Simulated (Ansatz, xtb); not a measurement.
Species: LiF (charge +1, doublet). 
Geometry from a B3LYP-D3(BJ)/def2-TZVP (Ansatz, an electronic-structure program) optimisation:
```
Li
F 1 2.0392
```
Charge +1, spin multiplicity 2.

Harmonic wavenumbers from GFN2-xTB (xtb, at its own minimum), cm⁻¹: 80.

Task: Give the harmonic wavenumbers at B3LYP-D3(BJ)/def2-TZVP (Ansatz, finite differences of forces, unscaled).

Result: 302 cm⁻¹. Zero-point energy 0.4 kcal/mol.

Task: From these and the geometry, give the ideal-gas thermochemistry at 298.15 K and 1 atm (rigid rotor, harmonic oscillator).

Result: Point group C∞v, rotational symmetry number 1. Rotational constants 23.91, 23.91 GHz. S(trans) 35.70, S(rot) 13.04, S(vib) 1.41, S(elec, spin only) 1.38, S 51.5 cal/(mol K). H(298) - H(0) 2.34 kcal/mol; G - E(el) -12.6 kcal/mol.
